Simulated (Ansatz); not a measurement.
in.yaml

```yaml
crystal:
  periodic: [false, false, false]
  atoms:
    - {symbol: As, position_ang: [0.000000, 0.000000, 0.000000]}
    - {symbol: Na, position_ang: [0.000000, 0.000000, 2.967000]}
basis:
  gaussian: {orbitals: cc-pVDZ}
magnetization: {spin_polarized: false}
correlation: {method: ccsdtq, electrons: outside_noble_gas}
```

```sh
$ ansatz run in.yaml --threads 1 --pin off --events-out ev --progress --plain --max-ram 2393MiB
```

The program prints:

```
839 factors; integrals over basis functions are off by at most 1.9e-7 eV
mean field evaluation 1: about -65197.1141 eV, gradient 6.0e0 eV
mean field evaluation 2: about -65197.1352 eV, gradient 6.2e0 eV
mean field evaluation 4: about -65197.3555 eV, gradient 3.9e-1 eV
mean field evaluation 8: about -65197.3601 eV, gradient 7.0e-4 eV
mean field evaluation 16: about -65197.3179 eV, gradient 3.6e-1 eV
mean field evaluation 32: about -65197.3601 eV, gradient 7.4e-3 eV
mean field evaluation 64: about -65195.7911 eV, gradient 5.5e0 eV
mean field evaluation 96: about -65197.3601 eV, gradient 1.9e-3 eV
mean field evaluation 128: about -65196.1089 eV, gradient 8.4e-1 eV
mean field evaluation 160: about -65195.1777 eV, gradient 5.7e0 eV
...
mean field -65197.36005573 eV, -2395.9587896902 hartree, gradient 7.2e-6 eV, S^2 0.000000; 10 other end points of the search recorded, 0 dependent functions left out; unrestricted orbitals would lower it
determinant -65197.36005573 eV, -2395.9587896902 hartree, with singles and doubles -65200.31706219 eV, -2396.0674576733 hartree
determinant -65196.00297740 eV, -2395.9089179813 hartree, with singles and doubles -65199.28036663 eV, -2396.0293598143 hartree
unrestricted determinant -65198.68495313 eV, -2396.0074787715 hartree, S^2 1.0186
19 core orbitals not correlated: weight in the atoms' cores, before any rotation towards them, 1.000 or more for the frozen orbitals, at most 0.000 for the correlated occupied ones
reference -65197.36005573 eV, -2395.9587896902 hartree; 3, 3 occupied and 23, 23 virtual orbitals, 839 factors
second order -2.30340662 eV of doubles, -0.00000000 eV of singles
...
cycle  40  -3.28438367 eV  change   -7.1e-8 eV  update   8.7e-7
cycle  41  -3.28438461 eV  change   -9.4e-7 eV  update   9.1e-7
cycle   1  -3.28438487 eV  update   4.6e-7
cycle   2  -3.28438474 eV  change    1.3e-7 eV  update   4.5e-7
cycle   3  -3.28438457 eV  change    1.7e-7 eV  update   5.9e-7
cycle   4  -3.28438441 eV  change    1.6e-7 eV  update   5.2e-7
cycle   5  -3.28438432 eV  change    9.0e-8 eV  update   1.2e-7
cycle   6  -3.28438424 eV  change    7.7e-8 eV  update   8.7e-8
cycle   7  -3.28438417 eV  change    7.1e-8 eV  update   8.4e-8
cycle   8  -3.28438410 eV  change    6.9e-8 eV  update   5.7e-8
WARN: these amplitudes may be one of several solutions (largest doubles amplitude 0.50, level shift 0.00 eV)
Total energy: -65200.64443983 eV, -2396.0794885796 hartree
```

The T1 diagnostic is 0.027.

For the same geometry and basis full CI lies 0.5 meV lower. By full CI's occupations no single determinant describes the state well. The program flagged this run's energy as in doubt. The determinant fills πx and πy unequally, so it is a mixture of Σ and Δ. RHF is unstable: UHF (⟨S²⟩ = 1.02) lies 1.32 eV below the lowest RHF solution. Higher spins weren't run at this geometry and may lie near or lower.

Ran on 1 thread of AMD EPYC 7B13, shared host: 26 s wall, 0.21 GiB peak host memory.
